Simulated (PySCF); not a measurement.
First SCF of a structure search on singlet O₃, at a hand-made linear geometry. PySCF input:

```python
from pyscf import gto, scf, dft
mol = gto.M(atom='''
O      0.000000     0.000000     0.000000
O      0.000000     0.000000     1.140000
O      0.000000     0.000000    -1.140000''',
    basis={'O': 'def2-TZVP'},
    charge=0, spin=0)
mf = dft.RKS(mol, xc='PBE')
mf.grids.atom_grid = (50, 194)
aux = {'O': 'def2-universal-JKFIT'}
mf = mf.density_fit(auxbasis=aux)
mf.conv_tol = 1e-08
mf.diis_space = 10
mf.max_cycle = 60
mf.init_guess = 'minao'
mf.verbose = 4
mf.kernel()
```

Excerpt of the output (cycles and frontier levels); where DIIS stalls, ADIIS, DIIS with a small level shift and a second-order solver take over in turn:

```
init E= -226.302235840314
cycle= 1 E= -225.073069327951  delta_E= 1.23  |g|= 0.551  |ddm|= 2.16
  HOMO = -0.135651950333273  LUMO = -0.106811437739633  gap/eV = 0.78479
cycle= 2 E= -224.948665010765  delta_E= 0.124  |g|= 1.07  |ddm|= 2.45
  HOMO = -0.131618538658862  LUMO = -0.120855998683668  gap/eV = 0.29286
cycle= 3 E= -225.118287131109  delta_E= -0.17  |g|= 0.179  |ddm|= 0.449
  HOMO = -0.153916564814413  LUMO = -0.13677376437071  gap/eV = 0.46648
cycle= 4 E= -225.117077088403  delta_E= 0.00121  |g|= 0.203  |ddm|= 2.43
cycle= 5 E= -225.120933434475  delta_E= -0.00386  |g|= 0.11  |ddm|= 2.42
  HOMO = -0.140262651170079  LUMO = -0.135370061523208  gap/eV = 0.13313
cycle= 6 E= -225.120375709118  delta_E= 0.000558  |g|= 0.129  |ddm|= 2.44
  HOMO = -0.140913115422499  LUMO = -0.138796505068792  gap/eV = 0.05760
cycle= 7 E= -225.120730513514  delta_E= -0.000355  |g|= 0.118  |ddm|= 0.00852
  HOMO = -0.142749603899703  LUMO = -0.134972017630513  gap/eV = 0.21164
... 95 lines left out ...
cycle= 56 E= -225.116618866028  delta_E= 0.00305  |g|= 0.217  |ddm|= 2.42
  HOMO = -0.153758446102594  LUMO = -0.127187648002017  gap/eV = 0.72303
cycle= 57 E= -225.116557684549  delta_E= 6.12e-05  |g|= 0.218  |ddm|= 0.000582
  HOMO = -0.151690154923745  LUMO = -0.129243231787568  gap/eV = 0.61081
cycle= 58 E= -225.117429170583  delta_E= -0.000871  |g|= 0.201  |ddm|= 0.0122
  HOMO = -0.152801969420084  LUMO = -0.128133958058134  gap/eV = 0.67125
cycle= 59 E= -225.116969064313  delta_E= 0.00046  |g|= 0.21  |ddm|= 0.00663
  HOMO = -0.143732388952415  LUMO = -0.137077778889261  gap/eV = 0.18108
cycle= 60 E= -225.120126504545  delta_E= -0.00316  |g|= 0.137  |ddm|= 2.41
SCF not converged.
init E= -226.302235840314
cycle= 1 E= -225.073069327951  delta_E= 1.23  |g|= 0.551  |ddm|= 2.16
  HOMO = -0.135651950333268  LUMO = -0.106811437739633  gap/eV = 0.78479
cycle= 2 E= -224.948665010765  delta_E= 0.124  |g|= 1.07  |ddm|= 2.45
  HOMO = -0.131828224097044  LUMO = -0.120699985581989  gap/eV = 0.30281
cycle= 3 E= -225.11805293376  delta_E= -0.169  |g|= 0.184  |ddm|= 0.44
  HOMO = -0.152001405769172  LUMO = -0.137913732132019  gap/eV = 0.38335
cycle= 4 E= -225.110249629754  delta_E= 0.0078  |g|= 0.294  |ddm|= 2.43
  HOMO = -0.141412439604477  LUMO = -0.138622213177636  gap/eV = 0.07593
cycle= 5 E= -225.112873466542  delta_E= -0.00262  |g|= 0.254  |ddm|= 0.197
cycle= 6 E= -225.120719574572  delta_E= -0.00785  |g|= 0.116  |ddm|= 0.095
cycle= 7 E= -225.120275493603  delta_E= 0.000444  |g|= 0.128  |ddm|= 2.43
cycle= 8 E= -225.120614230762  delta_E= -0.000339  |g|= 0.121  |ddm|= 0.415
  HOMO = -0.136991507316947  LUMO = -0.135870279673206  gap/eV = 0.03051
cycle= 9 E= -225.120758592512  delta_E= -0.000144  |g|= 0.117  |ddm|= 1.93
cycle= 10 E= -225.120874738881  delta_E= -0.000116  |g|= 0.112  |ddm|= 2.45
cycle= 11 E= -225.120902234577  delta_E= -2.75e-05  |g|= 0.111  |ddm|= 2.02
cycle= 12 E= -225.120946887341  delta_E= -4.47e-05  |g|= 0.11  |ddm|= 2.22
cycle= 13 E= -225.120945805645  delta_E= 1.08e-06  |g|= 0.11  |ddm|= 2.34
cycle= 14 E= -225.120949528541  delta_E= -3.72e-06  |g|= 0.11  |ddm|= 1.32
cycle= 15 E= -225.120959237782  delta_E= -9.71e-06  |g|= 0.11  |ddm|= 2.23
cycle= 16 E= -225.120963763935  delta_E= -4.53e-06  |g|= 0.11  |ddm|=  2.4
cycle= 17 E= -225.120963510444  delta_E= 2.53e-07  |g|= 0.109  |ddm|= 0.701
cycle= 18 E= -225.120963829137  delta_E= -3.19e-07  |g|= 0.109  |ddm|= 2.44
cycle= 19 E= -225.12096095923  delta_E= 2.87e-06  |g|= 0.11  |ddm|= 2.07
cycle= 20 E= -225.120959373988  delta_E= 1.59e-06  |g|= 0.11  |ddm|= 2.22
SCF not converged.
init E= -225.120959373988
  HOMO = -0.12472905427267  LUMO = -0.054491599838471  gap/eV = 1.91126
cycle= 1 E= -225.122431281853  delta_E= -0.00147  |g|= 0.00865  |ddm|= 0.0557
  HOMO = -0.127761627529324  LUMO = -0.0544278217807701  gap/eV = 1.99551
cycle= 2 E= -225.122436593578  delta_E= -5.31e-06  |g|= 0.00482  |ddm|= 0.00517
  HOMO = -0.127025234955873  LUMO = -0.0538088541573956  gap/eV = 1.99232
cycle= 3 E= -225.122438433065  delta_E= -1.84e-06  |g|= 0.00338  |ddm|= 0.0035
  HOMO = -0.126966229121166  LUMO = -0.0537922565642575  gap/eV = 1.99117
cycle= 4 E= -225.12243993178  delta_E= -1.5e-06  |g|= 0.000825  |ddm|= 0.00149
  HOMO = -0.127104332937996  LUMO = -0.0539337468644376  gap/eV = 1.99107
cycle= 5 E= -225.122440040568  delta_E= -1.09e-07  |g|= 8.3e-05  |ddm|= 0.000515
  HOMO = -0.127108236880069  LUMO = -0.0539367574759808  gap/eV = 1.99110
cycle= 6 E= -225.122440042067  delta_E= -1.5e-09  |g|= 3.88e-06  |ddm|= 9.9e-05
  HOMO = -0.153934423915712  LUMO = -0.12710619368518  gap/eV = 0.73003
Extra cycle  E= -225.116500371007  delta_E= 0.00594  |g|= 0.219  |ddm|= 2.44
SCF not converged.
  HOMO = -0.154358146620067  LUMO = -0.121723973277027  gap/eV = 0.88802
macro= 0  E= -225.122440041607  delta_E= -0.00593967  |g|= 0.00366239  2 KF 7 JK
macro= 1  E= -225.122440042032  delta_E= -4.25757e-10  |g|= 5.04956e-05  1 KF 3 JK
macro X = 2  E=-225.122440042032  |g|= 5.04956e-05  total 4 KF 13 JK
converged SCF energy = -225.122440042032
```

No lower solution of this spin was found by a stability analysis within the restricted form, which does not test spin polarisation.

The search for the lowest solution, with the stability check, took 6.3 s on 2 threads of a shared Arm Neoverse V2 host, with 93 basis functions; the process peaked at 0.27 GiB. Launch command: `OMP_NUM_THREADS=2 python axn.py task.json out`.
